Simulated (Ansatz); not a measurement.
**BP+ (quartet): the correlation ladder at distance B1–P2 = 2.275 Å, cc-pVDZ**

Aim: climb from Hartree-Fock through coupled cluster and multireference methods for BP+ (quartet) at one geometry and basis, and see what each rung misses.

Method: cc-pVDZ, core rule «outside noble gas», up to 6 orbitals frozen; program: Ansatz 0.2.0, Gaussian basis.

To be run: UHF; CCSD(T) on ROHF; CCSD(T) on UHF; BCCD(T) on ROHF; CISD as a restricted active space (open shells left free, so some higher excitations enter); CCSDT(Q) on ROHF; CCSDT(Q) on UHF; CASSCF and MRCISD+Q, 5 electrons in 5 orbitals; CASSCF and NEVPT2, 5 electrons in 5 orbitals; CASSCF and MRCISD+Q, 7 electrons in 8 orbitals; CASSCF and NEVPT4(SD), 7 electrons in 8 orbitals; CASSCF and NEVPT2, 7 electrons in 8 orbitals; Full CI.

15 further runs of the same task are left out: 9 that didn't finish, 6 set aside as unsound or not needed. Runs told in other sessions of the task aren't counted.

## Step 1: What is computed

The geometry derives from a PBE0/def2-TZVP stationary point (not a proven minimum). One bond is set to the value named and the two fragments are kept rigid.

2 atoms, charge 1, spin multiplicity 4.

Atoms are counted from 1 here; the program's logs count them from 0.

No contacts short enough for the rule that draws bonds.

## Step 2: UHF

in.yaml reads:

```yaml
crystal:
  periodic: [false, false, false]
  atoms:
    - {symbol: B, position_ang: [0.000000, 0.000000, 0.000000]}
    - {symbol: P, position_ang: [0.000000, 0.000000, 2.275000]}
basis:
  gaussian: {orbitals: cc-pVDZ}
total_charge: 1
magnetization: {spin_polarized: true, initial_magnetization: 3}
hamiltonian: {xc: hf}
output: {orbitals: {seedname: orbitals}}
```

The run is started by

```
> ansatz run in.yaml --threads 1 --pin off --events-out ev --progress --plain --max-ram 2393MiB
```

After this run come: CCSD(T) on ROHF; CCSD(T) on UHF; BCCD(T) on ROHF; CISD as a restricted active space (open shells left free, so some higher excitations enter); CCSDT(Q) on ROHF; CCSDT(Q) on UHF; CASSCF and MRCISD+Q, 5 electrons in 5 orbitals; CASSCF and NEVPT2, 5 electrons in 5 orbitals; CASSCF and MRCISD+Q, 7 electrons in 8 orbitals; CASSCF and NEVPT4(SD), 7 electrons in 8 orbitals; CASSCF and NEVPT2, 7 electrons in 8 orbitals; Full CI.

**Question.** What will the summary of the whole plan be? Wanted: FCI from the RHF energy; RMP2 from FCI; UMP2 from FCI; RCCSD from FCI; RCCSD(T) from FCI; UCCSD(T) from FCI; RCCSDT(Q) from FCI; UCCSDT(Q) from FCI; NEVPT2 pair from FCI.

The runs gave:

```
                         quantity                                                                                      value
          FCI from the ROHF energy                                                                                 -4.3735 eV
                    RMP2 from FCI                                                                            +28.97 kcal/mol
                    UMP2 from FCI                                                                            +29.55 kcal/mol
                   RCCSD from FCI                                                                             +4.97 kcal/mol
                RCCSD(T) from FCI                                                                             +1.34 kcal/mol
                UCCSD(T) from FCI                                                                             +1.32 kcal/mol
               RCCSDT(Q) from FCI                                                                             +0.02 kcal/mol
               UCCSDT(Q) from FCI                                                                             -0.05 kcal/mol
             NEVPT2 pair from FCI                                                                            +27.30 kcal/mol
           MRCISD+Q pair from FCI                                                                             -0.19 kcal/mol
          NEVPT2 valence from FCI                                                                            +12.83 kcal/mol
levels within 1 kcal/mol (43 meV)  RCCSDT, UCCSDT, RCCSDT(Q), UCCSDT(Q), MRCISD+Q pair, NEVPT4(SD) valence, MRCISD+Q valence
                    T1 diagnostic                                                                                      0.048
   effectively unpaired electrons                                                                                       3.11
```

**Reading.** RCCSD(T) lands +1.34 kcal/mol from the yardstick (1.3 % of the correlation energy). MRCISD+Q pair, MRCISD+Q valence fall below full CI: the +Q correction isn't variational, and the cores differ from full CI's. The occupations are near whole numbers, but T1 = 0.048 shows that the orbitals relax strongly. Of the multireference levels listed MRCISD+Q pair comes nearest in total energy (-0.19 kcal/mol), which doesn't show that its space is the better one. These misses are within one basis, not against nature; the frozen cores of restricted and unrestricted runs differ, which can shift their rows.

Levels on UHF freeze UHF's core orbitals, full CI those of ROHF, so the U rows can settle a little off it for that reason alone.

With open shells the CI space here admits some higher excitations, so it is larger than plain CISD.
